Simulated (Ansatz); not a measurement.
Geometry optimisation, RKS PBE0-D4/6-31G* in Ansatz 0.2.0.

Input file:

```yaml
crystal:
  periodic: [false, false, false]
  atoms:
    - { symbol: Si, position_ang: [-0.443679, -0.056925, -1.006943] }
    - { symbol: H, position_ang: [1.109632, 0.004751, 1.138227] }
    - { symbol: Si, position_ang: [2.51931, 0.008618, 0.698499] }
    - { symbol: H, position_ang: [2.964429, -1.396238, 0.513032] }
    - { symbol: H, position_ang: [2.671687, 0.77257, -0.566075] }
    - { symbol: H, position_ang: [3.303129, 0.665026, 1.777846] }
    - { symbol: H, position_ang: [-1.013522, 1.090649, -0.172626] }
    - { symbol: H, position_ang: [-1.074185, -1.088451, -0.06986] }
basis:
  gaussian: { orbitals: "6-31G*" }
hamiltonian:
  xc: pbe0
  dispersion: d4
relax:
  f_tol: 0.03
  max_steps: 50
```

Command:

```bash
$ ansatz run input.yaml --threads 1 --pin off --max-ram 2048MiB --backend cpu --events-out ev --progress --plain --runs-dir out
```

Where does it end, and by what steps?

The forces met the threshold. The force dipped under the threshold on the way, but the program's further checks kept it going. After 21 steps the energy has fallen by 2.517 eV; H2 moved furthest, 1.86 Å. Parted: H2–Si3 (1.48 → 3.18 Å). Joined: Si1–H2 (2.65 → 1.49 Å), Si1–Si3 (3.42 → 2.34 Å).

| step | energy less start (eV) | largest force component (eV/Å) | accepted |
| --- | --- | --- | --- |
| 0 | 0.0000 | 0.586 | yes |
| 1 | -0.1153 | 0.359 | yes |
| 2 | -0.2687 | 0.465 | yes |
| 3 | -0.3451 | 0.729 | yes |
| 4 | -0.4378 | 0.326 | yes |
| 5 | -0.4536 | 0.491 | yes |
| 6 | -0.4828 | 0.599 | yes |
| 7 | -0.5206 | 0.661 | yes |
| 8 | -0.6362 | 1.450 | yes |
| 9 | -0.9697 | 1.712 | yes |
| 10 | -1.5048 | 1.567 | yes |
| 11 | -1.9591 | 1.271 | yes |
| 12 | -2.2831 | 0.816 | yes |
| 13 | -2.4368 | 0.415 | yes |
| 14 | -2.4914 | 0.057 | yes |
| 15 | -2.5038 | 0.015 | yes |
| 16 | -2.4990 | 0.320 | no |
| 17 | -2.5098 | 0.106 | yes |
| 18 | -2.5121 | 0.134 | yes |
| 19 | -2.5148 | 0.090 | yes |
| 20 | -2.5170 | 0.004 | yes |
| 21 | -2.5174 | 0.005 | yes |

```xyz
8
Properties=species:S:1:pos:R:3
Si 0.088 0.076 0.294
H -0.360 1.141 1.236
Si 2.421 -0.076 0.283
H 2.869 -1.167 -0.629
H 3.024 1.206 -0.182
H 2.932 -0.367 1.653
H -0.420 0.405 -1.068
H -0.516 -1.218 0.724
```

The run took 33 s on 1 thread of Arm Neoverse V2, with other jobs on the host, peak memory 0.098 GiB.
